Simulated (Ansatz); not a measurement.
A made-up structure of C$_{2}$H$_{6}$Al (charge -1), closed shell:

C1  (-0.189, 0.887, -0.629)
C2  (0.029, -0.411, -0.469)
Al3  (0.218, -0.882, 1.017)
H4  (-1.195, 0.935, -1.084)
H5  (0.674, 1.231, -1.229)
H6  (-0.232, 1.614, 0.301)
H7  (0.075, -1.152, -1.387)
H8  (0.450, -2.340, 1.031)
H9  (0.171, 0.118, 2.449)
(Å)

It is relaxed with PBE-D4/def2-SVPD and then PBE0-D4/def2-TZVPD (Ansatz 0.2.0). Atoms count as bonded within 1.22 times the sum of their covalent radii (H–H: 0.88 Å). The end point is not checked to be a true minimum.

(1) Does its bonding change? (A judgement: the text doesn't fix the answer.)

Results:

(1) Computed: No: no bond forms or breaks.

Where it ends: The first stage lowers the energy by 3.31 eV in 8 steps. It ends as C₂H₆Al ([CH3][CH][AlH2]), total charge -1:
C1  (-0.230, 1.062, -0.811)
C2  (0.025, -0.374, -0.440)
Al3  (0.271, -1.117, 1.227)
H4  (-1.188, 1.220, -1.340)
H5  (0.542, 1.494, -1.474)
H6  (-0.264, 1.709, 0.076)
H7  (0.062, -1.037, -1.312)
H8  (0.541, -2.705, 1.465)
H9  (0.241, -0.252, 2.610)
(Å)

Labels in which every atom is bracketed show which atoms are joined, not bond orders.

For scale, one of the runs: PBE0-D4/def2-TZVPD relaxation, 171 basis functions, launched by `ansatz run in.yaml --threads 2 --pin off --events-out ev --progress --plain --max-ram 4352MiB`. The run took about 19 s on 2 CPU threads of an Arm Neoverse V2 (shared host).
